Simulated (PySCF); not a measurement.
Species, as SMILES: ClCl (Cl2).
Geometry (B3LYP-D3(BJ)/def2-TZVP, fixed):
```
Cl
Cl 1 2.0135
```

Basis-set convergence of the mean static polarisability at PBE with PySCF. All functions are spherical. Density fitting with generated auxiliary sets. No added dispersion term, no relativity. Reference: the value in aug-pcseg-3, 32.09 bohr³, itself unsure by roughly 1.0 % (its mean distance from aug-cc-pV(Q+d)Z, aug-pcseg-2, aug-cc-pV(T+d)Z). Deviations are taken from unrounded values.

```
basis            functions  mean static polarisability (bohr³)  minus reference (%)
---------------  ---------  ----------------------------------  -------------------
6-31G                   26                               14.61                -54.5
cc-pV(D+d)Z             46                               17.74                -44.7
def2-SVPD               54                               31.07                 -3.2
6-311+G**               60                               21.23                -33.8
def2-TZVPP              84                               22.91                -28.6
def2-TZVPD              92                               31.90                 -0.6
aug-cc-pV(T+d)Z        110                               31.50                 -1.8
def2-QZVPPD            158                               32.06                 -0.1
aug-pcseg-3            178                               32.09                  0.0
```

The smallest set listed that lies within 5 % of the reference with all its larger relatives (same family, alike in diffuse functions; a set with none counts only in the reference's own line) is def2-SVPD (54 functions, -3.2 % off). (Relatives not listed, tested too: def2-TZVPPD -0.5, aug-cc-pV(Q+d)Z -0.2 %.)
